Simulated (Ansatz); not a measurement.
Geometry optimisation, Ansatz, UKS PBE0-D4/def2-SVP.

input.yaml

```yaml
crystal:
  periodic: [false, false, false]
  atoms:
    - { symbol: "N", position_ang: [-0.7481, 0.6081, -0.9762] }
    - { symbol: B, position_ang: [0.075, 0.2593, 0.1922] }
    - { symbol: "N", position_ang: [0.8331, -1.0366, 0.1427] }
    - { symbol: H, position_ang: [-1.4727, -0.0591, -1.0671] }
    - { symbol: H, position_ang: [-1.2636, 1.5464, -0.76] }
    - { symbol: H, position_ang: [0.1569, 0.9882, 1.1346] }
    - { symbol: H, position_ang: [1.8983, -0.787, 0.2929] }
    - { symbol: H, position_ang: [0.6133, -1.5766, 0.9851] }
magnetization:
  spin_polarized: true
basis:
  gaussian: { orbitals: def2-SVP }
hamiltonian:
  xc: pbe0
  dispersion: d4
relax:
  f_tol: 0.02
  max_steps: 40
```

Command:

```bash
$ ansatz run input.yaml --threads 1 --pin off --max-ram 2048MiB --backend cpu --events-out ev --progress --plain --runs-dir out
```

Q: Where does it end, and by what steps?

A: The forces met the threshold. After 11 steps the energy has fallen by 1.532 eV; H8 moved furthest, 0.99 Å.

```
step  energy less start (eV)  largest force component (eV/Å)  accepted
   0                  0.0000                           3.272       yes
   1                 -0.5106                           1.747       yes
   2                 -0.8100                           1.656       yes
   3                 -0.9776                           0.645       yes
   4                 -1.0899                           0.885       yes
   5                 -1.1689                           1.509       yes
   6                 -1.3944                           0.584       yes
   7                 -1.4965                           0.247       yes
   8                 -1.4915                           1.143        no
   9                 -1.5245                           0.092       yes
  10                 -1.5316                           0.023       yes
  11                 -1.5316                           0.005       yes
```

```xyz
8
Properties=species:S:1:pos:R:3
N -0.975 0.520 -0.582
B 0.193 0.382 0.199
N 0.851 -0.850 0.401
H -1.437 -0.241 -1.059
H -1.427 1.412 -0.711
H 0.655 1.374 0.723
H 1.685 -0.922 0.963
H 0.548 -1.732 0.010
```

Time of the run: 32 s on 1 thread of Arm Neoverse V2, with other jobs on the host, peak memory 0.15 GiB.
